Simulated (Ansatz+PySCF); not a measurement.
Results of a calculation; reference values are marked as such.
## Several solutions for singlet H₂O

```xyz
3

O     0.0000    0.0000   -0.2513
H     0.0000    1.5838    1.0052
H     0.0000   -1.5838    1.0052
```

Basis set: 6-31G (spherical functions). Charge 0, multiplicity 1.

PBE0 (unrestricted) was run from several starts with Ansatz (development build ahead of 0.2.0) and PySCF 2.14.0.

```tsv
run	program	start	converged	energy (hartree)	<S²>
A	Ansatz	stability test followed	yes	-76.01147	1.50
B	Ansatz	atomic start, no search	yes	-75.95121	0.00
C	Ansatz	search for the lowest state	yes	-76.01147	1.50
D	PySCF	program defaults	yes	-75.95121	0.00
```

Question: Which runs reached the lowest solution of this kind, and what is wrong with the others?

Answer: A, C reached the lowest solution found. Converged but too high: B by 1.64 eV, D by 1.64 eV. Convergence only shows a stationary point, and even a stable one can lie too high; stability tests and further starts are what find lower ones. Caution: charge can spread falsely over distant fragments. Caution: the unrestricted determinant is a mixture of spin states.
